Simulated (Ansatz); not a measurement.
**Cost against result**

Saddle point of SiH$_{5}$SF, closed shell (SiH₃F ([F][SiH3]) + H₂S → SiH₄S ([SiH3][SH]) + HF; bonds formed: Si1–S7, F2–H6; bonds broken: Si1–F2, H6–S7), PBE0-D4/def2-TZVP structure:

```csv
atom,x (Å),y (Å),z (Å)
Si1,-0.5296,0.1434,-0.5820
F2,1.2365,-0.5343,-0.8096
H3,-1.0643,-1.0169,-1.3266
H4,-1.7467,0.7089,0.0890
H5,-0.0401,1.3348,-1.3184
H6,1.2306,-0.7272,0.4414
S7,0.2538,-0.5738,1.5894
H8,0.6598,0.6652,1.9169
```

Barriers are electronic and count from the start structure reached by relaxing down the imaginary mode.

Ansatz 0.2.0; basis: as named in each row; cores frozen in the correlated methods. B3LYP uses VWN-RPA correlation. Extrapolation: Hartree–Fock as exp(−7.88 √X), correlation as X^−2.97.

Times are rough, for one single point on 2 threads of a shared host (Arm Neoverse V1).

The estimate by CCSD(T) at an estimated basis limit (MP2 extrapolated from triple and quadruple zeta, plus CCSD(T) − MP2 in triple zeta) is 1.982 eV.

| method | basis | time (s) | barrier (eV) | method less estimate |
| --- | --- | --- | --- | --- |
| HF | STO-3G | under 1 | 2.686 | 0.704 |
| PBE-D4 | STO-3G | under 1 | 0.323 | -1.659 |
| SPW92 | def2-SVP | under 1 | 1.009 | -0.973 |
| PBE-D4 | def2-SVP | under 1 | 1.363 | -0.619 |
| B3LYP-D4 | 6-31G | under 1 | 1.586 | -0.396 |
| PBE0-D4 | def2-SVP | 1 | 1.596 | -0.386 |
| SPW92 | def2-TZVPP | 1 | 1.128 | -0.853 |
| CCSD(T) | def2-SVP | 1 | 2.065 | 0.083 |
| PBE-D4 | def2-TZVPP | 2 | 1.455 | -0.527 |
| BLYP-D4 | def2-TZVPP | 2 | 1.727 | -0.255 |
| BHLYP-D4 | def2-TZVPP | 2 | 2.174 | 0.192 |
| B3LYP-D4 | def2-TZVPP | 3 | 1.898 | -0.084 |
| PBE0-D4 | def2-TZVPP | 3 | 1.696 | -0.286 |
| CAM-B3LYP-D4 | def2-TZVPP | 4 | 1.964 | -0.018 |
| RPA on PBE | def2-TZVPP | 4 | 2.008 | 0.026 |
| r2SCAN-D4 | def2-TZVPP | 4 | 1.686 | -0.296 |
| B2PLYP | def2-TZVPP | 4 | 1.973 | -0.009 |
| PBE-QIDH | def2-TZVPP | 5 | 1.882 | -0.100 |
| wB97M-V | def2-SVP | 5 | 1.757 | -0.225 |
| r2SCAN0-D4 | def2-TZVPP | 6 | 1.842 | -0.140 |
| wB97X-V | def2-TZVPP | 8 | 1.923 | -0.059 |
| B97M-V | def2-TZVPP | 9 | 1.909 | -0.073 |
| wB97M-V | def2-TZVPP | 9 | 1.873 | -0.109 |
| MP2 | def2-QZVPP | 18 | 1.917 | -0.065 |
| CCSD(T) | def2-TZVPP | 41 | 2.018 | 0.036 |

All methods are single points on the PBE0-D4 structures.

No T1 diagnostic of these runs exceeds 0.013.

Labels in which every atom is bracketed show which atoms are joined, not bond orders.
